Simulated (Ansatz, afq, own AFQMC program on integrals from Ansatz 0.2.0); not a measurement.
Where AFQMC and coupled cluster stand for NH2O, quartet

```csv
atom,x (Å),y (Å),z (Å)
O,-1.0102,-0.0292,0.0000
H,-1.2595,0.8974,0.0000
H,0.1908,-0.0292,0.0000
N,1.2308,-0.0292,0.0000
```

Connectivity, by distances: OH ··· N, 1 bridging H.

Basis cc-pVTZ. Noble-gas cores (and the filled d shells of Ga–Kr and In–Xe) are frozen. Ansatz 0.2.0 and our own AFQMC program on the same integrals; the CISD trial comes from CCSD amplitudes, and released means the phaseless constraint is let go. Uncertainties: one standard error, sampling alone.

Determinant: UHF, the one that the program's search chose, which needn't be the lowest solution. The geometry is a point of a scan.

No full CI on the walks' own integrals is used here; CCSDT(Q) serves as the reference and is uncertain by about the last step of the cluster series.

Cautions: lower spins were not checked; the released energies are still falling, so no released level is given (meV from the phaseless value at times in 1/Eh: -20 ± 6 at 0.24, -23 ± 6 at 0.51, -23 ± 6 at 0.99, -39 ± 9 at 1.62, -32 ± 15 at 2.40), though the last usable value meets CCSDT(Q) within the noise.

The T1 diagnostic is 0.0292, the weight of the determinant in the CISD state is 0.878 and the ⟨S²⟩ of the determinant is 3.792. The size of the correlated space is 13 electrons in 86 orbitals.

Reference: CCSDT(Q), correlation energy -11.221 eV.

```tsv
level	E − E(reference) (meV)	share of correlation (%)
HF	11221.4	0.00
MP2	1215.6	89.17
CCSD	402.9	96.41
CCSD(T)	48.3	99.57
CCSDT	20.3	99.82
ph-AFQMC/HF	151.8 ± 27.4	98.65
ph-AFQMC/CISD	34.2 ± 6.4	99.70
```

A walk keeps the symmetry of its determinant, which the program's search chose and which needn't be the lowest solution, so a lower state of the same spin and another symmetry isn't excluded.
